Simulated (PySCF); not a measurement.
How far each method lies from RCCSDT for N–GaH2⁺, quartet

Geometry: that of the N–GaH2, triplet, kept fixed.

```tsv
atom	x (Å)	y (Å)	z (Å)
N	0.0000	0.0000	1.6258
Ga	0.0000	0.0000	-0.2970
H	0.0000	1.3863	-1.0229
H	0.0000	-1.3863	-1.0229
```

Basis cc-pVDZ; PySCF 2.14.0. Correlated methods freeze the noble-gas cores and the filled d shells of p-block atoms, which leaves 9 electrons in 36 orbitals. Prefix R: restricted or restricted open-shell reference; prefix U: unrestricted. No spin–orbit coupling is included, and no scalar relativity.

Full CI isn't at hand for all of this; RCCSDT serves as the reference. It lacks quadruple excitations, which often exceed the step from CCSD(T) to CCSDT. The frozen core follows each run's orbitals, which can shift R against U totals by a few meV for light atoms and by up to 0.1 eV past Ca.

* UHF ⟨S²⟩: 3.762
* T1 diagnostic (ROHF- or RHF-based CCSD): 0.0303
* largest doubles amplitude (ROHF- or RHF-based CCSD): 0.049

| level | E − E(RCCSDT) (kJ/mol) | share of correlation (%) | wall time |
| --- | --- | --- | --- |
| RHF | 430.0 | 0.00 | – |
| RMP2 | 100.1 | 76.72 | – |
| RCCSD | 9.0 | 97.90 | – |
| RCCSD(T) | 2.1 | 99.51 | 2.6 s |

The correlation energy at RCCSDT, counted from RHF, is -4.457 eV. That run took 3.5 min on 1 thread of Arm Neoverse V1, shared host.

Run but not shown, since their state, orbitals or frozen core can't be matched to the reference's or they repeat it: UHF, UMP2, UCCSD, UCCSD(T).

Times are those of the correlated step on a shared host, with one SCF added for the restricted CCSD run; they ran on 1 thread of Arm Neoverse V1.
